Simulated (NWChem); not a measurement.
## Correlation energy of phosphine (H3P)

```
P
H 1 1.4287
H 1 1.4287 2 92.92
H 1 1.4287 2 92.92 3 -93.08
```
Charge 0, spin multiplicity 1.

The numbers come from NWChem runs, not from measurements. Structure: optimised with PBE0/def2-SVP, a minimum by its harmonic frequencies.

Basis set: cc-pVQZ. Each correlation energy counts from its own Hartree-Fock reference.

The correlated methods keep 5 core orbitals frozen. Coupled-cluster values serve here as a point of comparison, not as the truth.

### Question
Order these methods by the correlation energy they give, lowest first: CCSD, CR-CCSD(T), MP2, SCS-MP2.

### Answer
CR-CCSD(T) (-215.0 mHa), CCSD (-208.4 mHa), SCS-MP2 (-193.8 mHa), MP2 (-182.3 mHa)
